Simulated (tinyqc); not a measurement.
UHF in the sto-6g basis, for CH2, spin multiplicity 1, step by step (part 1 of 2). Computed by tinyqc, a small Python program that keeps every step (integrals from PySCF). Settings: charge = 0, multiplicity = 1, basis = sto-6g, energy threshold = 1e-10, iteration cap = 87, orthogonalisation = symmetric, start = core, DIIS depth = 0, damping = 0.2, method = UHF, break = 0.4. Command: `OMP_NUM_THREADS=1 python tinyqc.py 24699 24700 out.jsonl` (the two numbers bound the seeds that draw the settings). One thread of a shared host (Intel(R) Xeon(R) Processor @ 2.60GHz), about 0.3 s of CPU time with the checks. Later iterations appear only in the table of the cycle.

## One-electron integrals

Geometry (angstrom):

| atom | x | y | z |
|---|---|---|---|
| C | 0.00000 | 0.00000 | 0.00000 |
| H | 0.00000 | 0.96200 | 0.67500 |
| H | 0.00000 | -0.91500 | 0.64200 |

Basis sto-6g: exponents (1/bohr^2) and contraction coefficients of normalised primitives:

| element | l (shell) | exponent | coefficient |
|---|---|---|---|
| C | s (1) | 742.73705 | 0.00916 |
| C | s (1) | 136.18002 | 0.04936 |
| C | s (1) | 38.09826 | 0.16854 |
| C | s (1) | 13.08778 | 0.37056 |
| C | s (1) | 5.08237 | 0.41649 |
| C | s (1) | 2.09320 | 0.13033 |
| C | s (2) | 30.49724 | -0.01325 |
| C | s (2) | 6.03620 | -0.04699 |
| C | s (2) | 1.87605 | -0.03379 |
| C | s (2) | 0.72178 | 0.25024 |
| C | s (2) | 0.31347 | 0.59512 |
| C | s (2) | 0.14369 | 0.24071 |
| C | p (3) | 30.49724 | 0.00376 |
| C | p (3) | 6.03620 | 0.03768 |
| C | p (3) | 1.87605 | 0.17390 |
| C | p (3) | 0.72178 | 0.41804 |
| C | p (3) | 0.31347 | 0.42586 |
| C | p (3) | 0.14369 | 0.10171 |
| H | s (1) | 35.52322 | 0.00916 |
| H | s (1) | 6.51314 | 0.04936 |
| H | s (1) | 1.82214 | 0.16854 |
| H | s (1) | 0.62596 | 0.37056 |
| H | s (1) | 0.24308 | 0.41649 |
| H | s (1) | 0.10011 | 0.13033 |

Overlap, kinetic and nuclear-attraction integrals over the contracted functions; the nuclear repulsion is the sum of Za Zb / Rab.

nuclear repulsion = 5.8241879 hartree

overlap S:
```
          1C 1s    1C 2s   1C 2px    1C 2py   1C 2pz    2H 1s     3H 1s
1C 1s   1.00000  0.24323  0.00000   0.00000  0.00000  0.05315   0.06058
1C 2s   0.24323  1.00000  0.00000   0.00000  0.00000  0.44354   0.47552
1C 2px  0.00000  0.00000  1.00000   0.00000  0.00000  0.00000   0.00000
1C 2py  0.00000  0.00000  0.00000   1.00000  0.00000  0.35764  -0.37464
1C 2pz  0.00000  0.00000  0.00000   0.00000  1.00000  0.25094   0.26287
2H 1s   0.05315  0.44354  0.00000   0.35764  0.25094  1.00000   0.14562
3H 1s   0.06058  0.47552  0.00000  -0.37464  0.26287  0.14562   1.00000
```

kinetic energy T (hartree):
```
           1C 1s     1C 2s   1C 2px    1C 2py   1C 2pz     2H 1s     3H 1s
1C 1s   16.06864  -0.49279  0.00000   0.00000  0.00000  -0.00905  -0.00816
1C 2s   -0.49279   0.49241  0.00000   0.00000  0.00000   0.08063   0.09775
1C 2px   0.00000   0.00000  1.47923   0.00000  0.00000   0.00000   0.00000
1C 2py   0.00000   0.00000  0.00000   1.47923  0.00000   0.17502  -0.20070
1C 2pz   0.00000   0.00000  0.00000   0.00000  1.47923   0.12281   0.14082
2H 1s   -0.00905   0.08063  0.00000   0.17502  0.12281   0.76852  -0.00992
3H 1s   -0.00816   0.09775  0.00000  -0.20070  0.14082  -0.00992   0.76852
```

nuclear attraction V (hartree):
```
            1C 1s     1C 2s    1C 2px    1C 2py    1C 2pz     2H 1s     3H 1s
1C 1s   -34.93168  -3.84310   0.00000   0.00133  -0.01860  -0.94646  -1.08123
1C 2s    -3.84310  -6.06348   0.00000   0.00999  -0.18461  -2.25510  -2.46396
1C 2px    0.00000   0.00000  -5.98620   0.00000   0.00000   0.00000   0.00000
1C 2py    0.00133   0.00999   0.00000  -6.14110   0.00540  -1.67965   1.80169
1C 2pz   -0.01860  -0.18461   0.00000   0.00540  -6.06246  -1.22267  -1.30997
2H 1s    -0.94646  -2.25510   0.00000  -1.67965  -1.22267  -4.18182  -0.67042
3H 1s    -1.08123  -2.46396   0.00000   1.80169  -1.30997  -0.67042  -4.30720
```

core Hamiltonian H = T + V (hartree):
```
            1C 1s     1C 2s    1C 2px    1C 2py    1C 2pz     2H 1s     3H 1s
1C 1s   -18.86304  -4.33589   0.00000   0.00133  -0.01860  -0.95551  -1.08939
1C 2s    -4.33589  -5.57107   0.00000   0.00999  -0.18461  -2.17447  -2.36621
1C 2px    0.00000   0.00000  -4.50697   0.00000   0.00000   0.00000   0.00000
1C 2py    0.00133   0.00999   0.00000  -4.66187   0.00540  -1.50462   1.60099
1C 2pz   -0.01860  -0.18461   0.00000   0.00540  -4.58323  -1.09986  -1.16915
2H 1s    -0.95551  -2.17447   0.00000  -1.50462  -1.09986  -3.41330  -0.68035
3H 1s    -1.08939  -2.36621   0.00000   1.60099  -1.16915  -0.68035  -3.53868
```

## Two-electron integrals

Functions are numbered as in S; the eight-fold symmetry (ij|kl) = (ji|kl) = (kl|ij) leaves the list below.

Two-electron integrals (ij|kl) in chemists' order, unique and non-zero (hartree):
```
(11|11) 3.54374    (21|11) 0.52946    (21|21) 0.10032    (22|11) 0.85360
(22|21) 0.19993    (22|22) 0.62484    (31|31) 0.02127    (32|31) 0.03187
(32|32) 0.13811    (33|11) 0.85360    (33|21) 0.19993    (33|22) 0.62484
(33|33) 0.67322    (41|41) 0.02127    (42|41) 0.03187    (42|42) 0.13811
(43|43) 0.03628    (44|11) 0.85360    (44|21) 0.19993    (44|22) 0.62484
(44|33) 0.60066    (44|44) 0.67322    (51|51) 0.02127    (52|51) 0.03187
(52|52) 0.13811    (53|53) 0.03628    (54|54) 0.03628    (55|11) 0.85360
(55|21) 0.19993    (55|22) 0.62484    (55|33) 0.60066    (55|44) 0.60066
(55|55) 0.67322    (61|11) 0.12198    (61|21) 0.02224    (61|22) 0.04360
(61|33) 0.04344    (61|41) 0.00119    (61|42) 0.00231    (61|44) 0.04377
(61|51) 0.00084    (61|52) 0.00162    (61|54) 0.00023    (61|55) 0.04360
(61|61) 0.00507    (62|11) 0.29066    (62|21) 0.06908    (62|22) 0.23758
(62|33) 0.23196    (62|41) 0.00575    (62|42) 0.03831    (62|44) 0.24326
(62|51) 0.00403    (62|52) 0.02688    (62|54) 0.00793    (62|55) 0.23752
(62|61) 0.01581    (62|62) 0.11925    (63|31) 0.00742    (63|32) 0.03791
(63|43) 0.00748    (63|53) 0.00525    (63|63) 0.01455    (64|11) 0.20441
(64|21) 0.04927    (64|22) 0.17939    (64|33) 0.17044    (64|41) 0.01094
(64|42) 0.06452    (64|44) 0.19337    (64|51) 0.00247    (64|52) 0.01867
(64|54) 0.01083    (64|55) 0.17436    (64|61) 0.01182    (64|62) 0.10690
(64|64) 0.10860    (65|11) 0.14343    (65|21) 0.03457    (65|22) 0.12587
(65|33) 0.11959    (65|41) 0.00247    (65|42) 0.01867    (65|44) 0.12518
(65|51) 0.00915    (65|52) 0.05101    (65|54) 0.01140    (65|55) 0.13284
(65|61) 0.00829    (65|62) 0.07500    (65|64) 0.06599    (65|65) 0.06085
(66|11) 0.44293    (66|21) 0.10733    (66|22) 0.41866    (66|33) 0.39666
(66|41) 0.01119    (66|42) 0.09957    (66|44) 0.44088    (66|51) 0.00785
(66|52) 0.06986    (66|54) 0.03103    (66|55) 0.41843    (66|61) 0.02499
(66|62) 0.26696    (66|64) 0.26434    (66|65) 0.18548    (66|66) 0.77500
(71|11) 0.13926    (71|21) 0.02538    (71|22) 0.04971    (71|33) 0.04953
(71|41) -0.00136   (71|42) -0.00262   (71|44) 0.04990    (71|51) 0.00095
(71|52) 0.00184    (71|54) -0.00027   (71|55) 0.04971    (71|61) 0.00562
(71|62) 0.01691    (71|64) 0.01146    (71|65) 0.00888    (71|66) 0.02615
(71|71) 0.00661    (72|11) 0.31834    (72|21) 0.07559    (72|22) 0.25832
(72|33) 0.25233    (72|41) -0.00628   (72|42) -0.04109   (72|44) 0.26436
(72|51) 0.00441    (72|52) 0.02883    (72|54) -0.00844   (72|55) 0.25825
(72|61) 0.01623    (72|62) 0.09396    (72|64) 0.06055    (72|65) 0.05744
(72|66) 0.16466    (72|71) 0.01971    (72|72) 0.13848    (73|31) 0.00830
(73|32) 0.04187    (73|43) -0.00812   (73|53) 0.00569    (73|63) 0.01093
(73|73) 0.01736    (74|11) -0.21914   (74|21) -0.05279   (74|22) -0.19105
(74|33) -0.18147   (74|41) 0.01210    (74|42) 0.06999    (74|44) -0.20609
(74|51) -0.00267   (74|52) -0.01973   (74|54) 0.01158    (74|55) -0.18560
(74|61) -0.01074   (74|62) -0.05876   (74|64) -0.02811   (74|65) -0.03523
(74|66) -0.09473   (74|71) -0.01446   (74|72) -0.12172   (74|74) 0.12239
(75|11) 0.15376    (75|21) 0.03704    (75|22) 0.13405    (75|33) 0.12733
(75|41) -0.00267   (75|42) -0.01973   (75|44) 0.13321    (75|51) 0.01017
(75|52) 0.05571    (75|54) -0.01225   (75|55) 0.14161    (75|61) 0.00836
(75|62) 0.05663    (75|64) 0.03570    (75|65) 0.04480    (75|66) 0.10541
(75|71) 0.01015    (75|72) 0.08540    (75|74) -0.07369   (75|75) 0.06906
(76|11) 0.08376    (76|21) 0.01999    (76|22) 0.07152    (76|33) 0.06949
(76|41) 2.85e-05   (76|42) 0.00028    (76|44) 0.07141    (76|51) 0.00190
(76|52) 0.01353    (76|54) 0.00008    (76|55) 0.07366    (76|61) 0.00448
(76|62) 0.03292    (76|64) 0.02565    (76|65) 0.02267    (76|66) 0.07002
(76|71) 0.00510    (76|72) 0.03514    (76|74) -0.02656   (76|75) 0.02383
(76|76) 0.01105    (77|11) 0.46367    (77|21) 0.11225    (77|22) 0.43378
(77|33) 0.41081    (77|41) -0.01206   (77|42) -0.10406   (77|44) 0.45698
(77|51) 0.00846    (77|52) 0.07301    (77|54) -0.03240   (77|55) 0.43354
(77|61) 0.02398    (77|62) 0.15663    (77|64) 0.09273    (77|65) 0.10183
(77|66) 0.28036    (77|71) 0.02983    (77|72) 0.29090    (77|74) -0.28300
(77|75) 0.19856    (77|76) 0.07002    (77|77) 0.77500
```

## Orthogonalisation

S = U s U^T; symmetric (Loewdin) form X = U s^(-1/2) U^T, so that X^T S X = 1.

eigenvalues of S: 0.30491  0.40746  0.86906  1.00000  1.09920  1.44937  1.87000

X:
```
           1C 1s     1C 2s   1C 2px    1C 2py    1C 2pz     2H 1s     3H 1s
1C 1s    1.02549  -0.14747  0.00000   0.00079  -0.01152   0.02250   0.02320
1C 2s   -0.14747   1.26158  0.00000  -0.01627   0.13047  -0.29941  -0.33835
1C 2px   0.00000   0.00000  1.00000   0.00000   0.00000   0.00000   0.00000
1C 2py   0.00079  -0.01627  0.00000   1.15042  -0.00777  -0.24825   0.27254
1C 2pz  -0.01152   0.13047  0.00000  -0.00777   1.07142  -0.16648  -0.18387
2H 1s    0.02250  -0.29941  0.00000  -0.24825  -0.16648   1.20884  -0.02581
3H 1s    0.02320  -0.33835  0.00000   0.27254  -0.18387  -0.02581   1.24825
```

## Starting guess

The start is the orbitals of the core Hamiltonian, with HOMO and LUMO mixed by +/-0.4 rad for the two spins; D(s) = C_occ C_occ^T for each spin.

D(alpha) at the start:
```
           1C 1s     1C 2s    1C 2px    1C 2py    1C 2pz     2H 1s     3H 1s
1C 1s    1.06137  -0.27006   0.03799   0.00241  -0.11120   0.04622   0.04962
1C 2s   -0.27006   1.17333  -0.16484  -0.01710   0.53012  -0.18869  -0.20375
1C 2px   0.03799  -0.16484   0.84835  -0.00024   0.32124  -0.01099  -0.01148
1C 2py   0.00241  -0.01710  -0.00024   1.20740  -0.00868  -0.16288   0.17528
1C 2pz  -0.11120   0.53012   0.32124  -0.00868   0.42939  -0.10325  -0.11121
2H 1s    0.04622  -0.18869  -0.01099  -0.16288  -0.10325   0.05482   0.01095
3H 1s    0.04962  -0.20375  -0.01148   0.17528  -0.11121   0.01095   0.06190
```

D(beta) at the start:
```
           1C 1s     1C 2s    1C 2px    1C 2py    1C 2pz     2H 1s     3H 1s
1C 1s    1.06137  -0.27006  -0.03799   0.00241  -0.11120   0.04622   0.04962
1C 2s   -0.27006   1.17333   0.16484  -0.01710   0.53012  -0.18869  -0.20375
1C 2px  -0.03799   0.16484   0.84835   0.00024  -0.32124   0.01099   0.01148
1C 2py   0.00241  -0.01710   0.00024   1.20740  -0.00868  -0.16288   0.17528
1C 2pz  -0.11120   0.53012  -0.32124  -0.00868   0.42939  -0.10325  -0.11121
2H 1s    0.04622  -0.18869   0.01099  -0.16288  -0.10325   0.05482   0.01095
3H 1s    0.04962  -0.20375   0.01148   0.17528  -0.11121   0.01095   0.06190
```

## Iteration 1: building the Fock matrix

J_ij = sum D_kl (ij|kl) with D = D(alpha) + D(beta), K_ij = sum D_kl (ik|jl) for each spin; F = H + J - K(s); E = tr D H + tr D J / 2 - 0.5 sum_s tr D(s) K(s) + E_nn.

Coulomb J (hartree):
```
           1C 1s    1C 2s   1C 2px    1C 2py   1C 2pz    2H 1s     3H 1s
1C 1s   12.46272  2.30050  0.00000   0.00000  0.04203  0.51738   0.59026
1C 2s    2.30050  5.53628  0.00000   0.00149  0.18100  2.06003   2.24303
1C 2px   0.00000  0.00000  5.56102   0.00000  0.00000  0.00000   0.00000
1C 2py   0.00000  0.00149  0.00000   5.56846  0.00081  1.52376  -1.62361
1C 2pz   0.04203  0.18100  0.00000   0.00081  5.47937  1.10526   1.17989
2H 1s    0.51738  2.06003  0.00000   1.52376  1.10526  3.47533   0.61536
3H 1s    0.59026  2.24303  0.00000  -1.62361  1.17989  0.61536   3.60856
```

exchange K(alpha) (hartree):
```
           1C 1s     1C 2s    1C 2px    1C 2py   1C 2pz     2H 1s     3H 1s
1C 1s    3.65172   0.60114  -0.00620   0.00003  0.01340   0.14519   0.16509
1C 2s    0.60114   0.87213  -0.12330   0.00055  0.25718   0.32236   0.35377
1C 2px  -0.00620  -0.12330   0.76254   0.00007  0.20171  -0.00793  -0.00932
1C 2py   0.00003   0.00055   0.00007   0.84881  0.00054   0.19381  -0.20871
1C 2pz   0.01340   0.25718   0.20171   0.00054  0.43263   0.15099   0.16442
2H 1s    0.14519   0.32236  -0.00793   0.19381  0.15099   0.19212   0.09388
3H 1s    0.16509   0.35377  -0.00932  -0.20871  0.16442   0.09388   0.22675
```

exchange K(beta) (hartree):
```
          1C 1s    1C 2s    1C 2px    1C 2py    1C 2pz    2H 1s     3H 1s
1C 1s   3.65172  0.60114   0.00620   0.00003   0.01340  0.14519   0.16509
1C 2s   0.60114  0.87213   0.12330   0.00055   0.25718  0.32236   0.35377
1C 2px  0.00620  0.12330   0.76254  -0.00007  -0.20171  0.00793   0.00932
1C 2py  0.00003  0.00055  -0.00007   0.84881   0.00054  0.19381  -0.20871
1C 2pz  0.01340  0.25718  -0.20171   0.00054   0.43263  0.15099   0.16442
2H 1s   0.14519  0.32236   0.00793   0.19381   0.15099  0.19212   0.09388
3H 1s   0.16509  0.35377   0.00932  -0.20871   0.16442  0.09388   0.22675
```

F(alpha) (hartree):
```
            1C 1s     1C 2s    1C 2px    1C 2py    1C 2pz     2H 1s     3H 1s
1C 1s   -10.05204  -2.63652   0.00620   0.00130   0.01003  -0.58332  -0.66422
1C 2s    -2.63652  -0.90691   0.12330   0.01093  -0.26079  -0.43680  -0.47695
1C 2px    0.00620   0.12330   0.29151  -0.00007  -0.20171   0.00793   0.00932
1C 2py    0.00130   0.01093  -0.00007   0.05778   0.00568  -0.17468   0.18608
1C 2pz    0.01003  -0.26079  -0.20171   0.00568   0.46352  -0.14560  -0.15368
2H 1s    -0.58332  -0.43680   0.00793  -0.17468  -0.14560  -0.13009  -0.15886
3H 1s    -0.66422  -0.47695   0.00932   0.18608  -0.15368  -0.15886  -0.15687
```

F(beta) (hartree):
```
            1C 1s     1C 2s    1C 2px    1C 2py    1C 2pz     2H 1s     3H 1s
1C 1s   -10.05204  -2.63652  -0.00620   0.00130   0.01003  -0.58332  -0.66422
1C 2s    -2.63652  -0.90691  -0.12330   0.01093  -0.26079  -0.43680  -0.47695
1C 2px   -0.00620  -0.12330   0.29151   0.00007   0.20171  -0.00793  -0.00932
1C 2py    0.00130   0.01093   0.00007   0.05778   0.00568  -0.17468   0.18608
1C 2pz    0.01003  -0.26079   0.20171   0.00568   0.46352  -0.14560  -0.15368
2H 1s    -0.58332  -0.43680  -0.00793  -0.17468  -0.14560  -0.13009  -0.15886
3H 1s    -0.66422  -0.47695  -0.00932   0.18608  -0.15368  -0.15886  -0.15687
```

total energy of this density = -37.1342645 hartree

This density is the starting one.

## Iteration 1: diagonalisation and new density

Diagonalise F' = X^T F X, C = X C', fill 4 alpha and 4 beta electrons from the bottom; D(s) = C_occ C_occ^T; the new density keeps 0.2 of the old one (damping). Each column has its largest component positive (the first on a tie).

F' = X^T F X (alpha) (hartree):
```
          1         2         3         4         5         6         7
1  -9.84680  -1.42313  -0.00911  -0.00003   0.01918  -0.09062  -0.11700
2  -1.42313  -0.17695   0.12280  -0.00826  -0.09222  -0.31380  -0.35432
3  -0.00911   0.12280   0.29151   0.00006  -0.20313   0.00617   0.00692
4  -0.00003  -0.00826   0.00006   0.29476  -0.00526  -0.29422   0.32037
5   0.01918  -0.09222  -0.20313  -0.00526   0.58071  -0.20611  -0.22653
6  -0.09062  -0.31380   0.00617  -0.29422  -0.20611   0.20362  -0.04786
7  -0.11700  -0.35432   0.00692   0.32037  -0.22653  -0.04786   0.23845
```

orbital energies (alpha) (hartree): MO1 -10.05638, MO2 -0.42707, MO3 -0.15260, MO4 0.13907, MO5 0.54206, MO6 0.71370, MO7 0.82652

coefficients C (alpha):
```
             MO1       MO2       MO3       MO4       MO5       MO6       MO7
1C 1s    0.99415  -0.20364  -0.00402   0.07960  -0.18709   0.01514  -0.05632
1C 2s    0.02573   0.63916   0.02003  -0.38486   1.00791  -0.06344   0.50710
1C 2px  -0.00085  -0.05808  -0.00232   0.82097   0.47956  -0.13362  -0.27349
1C 2py  -0.00042  -0.02002   0.53644  -0.00782   0.14517   1.03654  -0.27562
1C 2pz   0.00219   0.20204   0.00541   0.40290  -0.03786   0.24320   0.98128
2H 1s   -0.00517   0.27146   0.47501   0.18141  -0.71725  -0.80595  -0.38105
3H 1s   -0.00569   0.29878  -0.43483   0.17610  -0.52561   0.73362  -0.81120
```

F' = X^T F X (beta) (hartree):
```
          1         2         3         4         5         6         7
1  -9.84680  -1.42313   0.00911  -0.00003   0.01918  -0.09062  -0.11700
2  -1.42313  -0.17695  -0.12280  -0.00826  -0.09222  -0.31380  -0.35432
3   0.00911  -0.12280   0.29151  -0.00006   0.20313  -0.00617  -0.00692
4  -0.00003  -0.00826  -0.00006   0.29476  -0.00526  -0.29422   0.32037
5   0.01918  -0.09222   0.20313  -0.00526   0.58071  -0.20611  -0.22653
6  -0.09062  -0.31380  -0.00617  -0.29422  -0.20611   0.20362  -0.04786
7  -0.11700  -0.35432  -0.00692   0.32037  -0.22653  -0.04786   0.23845
```

orbital energies (beta) (hartree): MO1 -10.05638, MO2 -0.42707, MO3 -0.15260, MO4 0.13907, MO5 0.54206, MO6 0.71370, MO7 0.82652

coefficients C (beta):
```
             MO1       MO2       MO3       MO4       MO5       MO6       MO7
1C 1s    0.99415  -0.20364  -0.00402  -0.07960  -0.18709   0.01514  -0.05632
1C 2s    0.02573   0.63916   0.02003   0.38486   1.00791  -0.06344   0.50710
1C 2px   0.00085   0.05808   0.00232   0.82097  -0.47956   0.13362   0.27349
1C 2py  -0.00042  -0.02002   0.53644   0.00782   0.14517   1.03654  -0.27562
1C 2pz   0.00219   0.20204   0.00541  -0.40290  -0.03786   0.24320   0.98128
2H 1s   -0.00517   0.27146   0.47501  -0.18141  -0.71725  -0.80595  -0.38105
3H 1s   -0.00569   0.29878  -0.43483  -0.17610  -0.52561   0.73362  -0.81120
```

D(alpha) after iteration 1:
```
           1C 1s     1C 2s    1C 2px    1C 2py    1C 2pz     2H 1s     3H 1s
1C 1s    1.04119  -0.16225   0.06867   0.00119  -0.02778  -0.02907  -0.03066
1C 2s   -0.16225   0.68083  -0.31548  -0.00266   0.08542   0.05272   0.05072
1C 2px   0.06867  -0.31548   0.71157  -0.00525   0.31946   0.10345   0.10029
1C 2py   0.00119  -0.00266  -0.00525   0.47207  -0.00517   0.16579  -0.15744
1C 2pz  -0.02778   0.08542   0.31946  -0.00517   0.24843   0.08375   0.08092
2H 1s   -0.02907   0.05272   0.10345   0.16579   0.08375   0.27677  -0.07258
3H 1s   -0.03066   0.05072   0.10029  -0.15744   0.08092  -0.07258   0.25989
```

D(beta) after iteration 1:
```
           1C 1s     1C 2s    1C 2px    1C 2py    1C 2pz     2H 1s     3H 1s
1C 1s    1.04119  -0.16225  -0.06867   0.00119  -0.02778  -0.02907  -0.03066
1C 2s   -0.16225   0.68083   0.31548  -0.00266   0.08542   0.05272   0.05072
1C 2px  -0.06867   0.31548   0.71157   0.00525  -0.31946  -0.10345  -0.10029
1C 2py   0.00119  -0.00266   0.00525   0.47207  -0.00517   0.16579  -0.15744
1C 2pz  -0.02778   0.08542  -0.31946  -0.00517   0.24843   0.08375   0.08092
2H 1s   -0.02907   0.05272  -0.10345   0.16579   0.08375   0.27677  -0.07258
3H 1s   -0.03066   0.05072  -0.10029  -0.15744   0.08092  -0.07258   0.25989
```
